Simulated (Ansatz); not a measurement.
**Loss of C2H6: C4H9O → C2H3O + C2H6**

Species: C4H9O `[CH2]COCC`, doublet; C2H3O (vinyloxy radical) `C=C[O]`, doublet; C2H6 (ethane) `CC`, singlet. 

Shapes, held fixed at every level: PBE0-D4/def2-TZVP. Flexible molecules stand in one conformer, not always the lowest. Programs: Ansatz 0.2.0. Electronic energies: no zero-point or thermal term.

Task: Estimate ΔE of this reaction.

Result: B2PLYP/def2-TZVPP gives ΔE = -40.0 kJ/mol; the levels span -40.0 to -18.5. The median of the levels is -26.6. No measured value is set beside it here. Spin contamination: C2H3O (⟨S²⟩ up to 0.92). Open shells run unrestricted unless RO is named.

```tsv
level	kind	ΔE (kJ/mol)
PBE-D4/def2-TZVPP	GGA	-29.8
r2SCAN-D4/def2-TZVPP	meta-GGA	-26.6
B3LYP-D4/def2-TZVPP	global hybrid	-37.9
PBE0-D4/def2-TZVPP	global hybrid	-18.5
wB97M-V/def2-TZVPP	range-separated hybrid	-26.4
wB97X-V/def2-TZVPP	range-separated hybrid	-21.6
B2PLYP/def2-TZVPP	double hybrid	-40.0
```
